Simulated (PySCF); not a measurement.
Potential energy curve for CH2O, SMILES C=O. The C1–O4 bond (C1 also carries H, H; O4 carries nothing else) is pulled apart rigidly from the PBE0/def2-TZVP optimised geometry.

UKS-TPSSh = unrestricted TPSSh/6-31G run with PySCF 2.14.0; UKS-BLYP = unrestricted BLYP/6-31G (PySCF); UCCSD(T) = PySCF with CCSD(T) on UHF/6-31G, 2 core orbitals frozen.

Energies relative to the lowest point of each curve near equilibrium, in kcal/mol:

```
R / Å  UKS-TPSSh  UKS-BLYP
-----  ---------  --------
0.95       139.2     142.6
1.01        74.4      77.1
1.13        12.2      13.5
1.15         7.6       8.7
1.20         1.2       1.6
1.26         0.5       0.0
1.31         4.0       2.8
1.49        33.6      29.5
1.63        61.6      56.7
2.41       145.0     153.6
3.24       157.3     172.5
3.61       158.3     174.4
```

What does UCCSD(T) give at the same points?

0.95: 149.6; 1.01: 82.0; 1.13: 15.4; 1.15: 10.2; 1.20: 2.1; 1.26: 0.0; 1.31: 2.4; 1.49: 27.3; 1.63: 52.8; 2.41: 135.8; 3.24: 143.5; 3.61: 143.9 (kcal/mol).

The unrestricted determinant behind UKS-TPSSh is spin-contaminated at 1.63 to 4.14 Å (<S²> up to 2.0, against 0.00 for a pure singlet). The unrestricted solution behind UKS-BLYP changes between 2.14 and 2.41 Å, which can leave a kink. The unrestricted determinant behind UKS-BLYP is spin-contaminated at 1.81 to 4.14 Å (<S²> up to 1.9, against 0.00 for a pure singlet). The unrestricted determinant behind UCCSD(T) is spin-contaminated at 1.23 to 4.14 Å (<S²> up to 2.0, against 0.00 for a pure singlet).
